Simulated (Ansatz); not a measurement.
# H5NO: geometry and frequencies at several levels

One table from this session's results is given with a row withheld; the runs are named, their logs left out.

Method: the levels named in each step, in Ansatz 0.2.0.

## The structure to begin with

Bond lengths: N1–H3 1.012 Å, N1–H4 1.012 Å, N1–H5 1.012 Å, O2–H6 0.973 Å, O2–H7 0.957 Å. Angles: H3–N1–H4 107.1°, H3–N1–H5 107.4°, H4–N1–H5 107.1°, H6–O2–H7 105.0°.

Structure file:

```xyz
7

N     0.0105   -0.4571    1.3730
O     0.0791    0.4435   -1.3916
H    -0.8632   -0.8870    1.6480
H     0.7122   -1.1865    1.3638
H     0.2683    0.1957    2.1017
H     0.0143    0.2057   -0.4503
H    -0.3885    1.2742   -1.4706
```

Set-up of the first run:

input.yaml

```yaml
crystal:
  periodic: [false, false, false]
  atoms:
    - { symbol: "N", position_ang: [0.01050836, -0.45707675, 1.37297782] }
    - { symbol: O, position_ang: [0.07913735, 0.44349732, -1.39163884] }
    - { symbol: H, position_ang: [-0.86316325, -0.88703694, 1.64803633] }
    - { symbol: H, position_ang: [0.71223874, -1.1865074, 1.36384955] }
    - { symbol: H, position_ang: [0.2683443, 0.19568962, 2.10173384] }
    - { symbol: H, position_ang: [0.01429418, 0.20570687, -0.4502842] }
    - { symbol: H, position_ang: [-0.38847968, 1.27422729, -1.47064452] }
basis:
  gaussian: { orbitals: def2-TZVPP }
hamiltonian:
  xc: pbe0
  dispersion: d4
phonons: {}
```

On the command line:

```console
ansatz run input.yaml --threads 2 --pin off --max-ram 5120MiB --backend cpu --events-out ev --progress --plain --runs-dir out
```

Steps of the session up to this table: Frequencies, PBE0-D4/def2-TZVPP; Relaxation, PBE-D4/def2-TZVPP; Frequencies, PBE-D4/def2-TZVPP; Relaxation, r2SCAN-D4/def2-TZVPP; Frequencies, r2SCAN-D4/def2-TZVPP; Relaxation, B3LYP-D4/def2-TZVPP; Frequencies, B3LYP-D4/def2-TZVPP; Relaxation, B2PLYP/def2-TZVPP.

One table of the session follows, with a row left open; its other results are not shown here.

| level | N1–H3 (Å) | N1–H4 (Å) | dipole (D) |
| --- | --- | --- | --- |
| PBE-D4/def2-TZVPP | ? | ? | ? |
| r2SCAN-D4/def2-TZVPP | 1.0131 | 1.0136 | 3.69 |
| B3LYP-D4/def2-TZVPP | 1.0129 | 1.0134 | 3.69 |
| B2PLYP/def2-TZVPP | 1.0114 | 1.0118 | 3.66 |

**Question.** Estimate the row for PBE-D4/def2-TZVPP.

The run gave: N1–H3 (Å): 1.0211; N1–H4 (Å): 1.0215; dipole (D): 3.80. In the column «N1–H3 (Å)» it is the highest.
